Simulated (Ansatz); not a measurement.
`CCC(CC)C(C)C`, charge 0, multiplicity 1.

**Question.** Give a relaxed structure at PBE0-D4/def2-TZVP (Ansatz 0.2.0). (Estimate.)

**Answer.** Computed: 
```xyz
26

C    -1.076    1.452   -1.453
C    -1.351    0.155   -0.710
C    -0.152   -0.429    0.044
C     0.977   -0.839   -0.906
C     0.553   -1.748   -2.048
C     0.364    0.495    1.162
C     1.449   -0.173    2.000
C    -0.754    0.973    2.081
H    -1.970    1.796   -1.978
H    -0.768    2.252   -0.775
H    -0.286    1.333   -2.199
H    -1.714   -0.594   -1.419
H    -2.176    0.307   -0.008
H    -0.511   -1.347    0.535
H     1.454    0.062   -1.312
H     1.752   -1.351   -0.331
H     0.018   -2.627   -1.674
H    -0.101   -1.242   -2.760
H     1.424   -2.105   -2.603
H     0.810    1.378    0.686
H     2.343   -0.408    1.422
H     1.755    0.480    2.822
H     1.078   -1.105    2.440
H    -1.485    1.595    1.563
H    -0.346    1.564    2.904
H    -1.288    0.123    2.518
```
This is one stationary point; other conformers may exist.
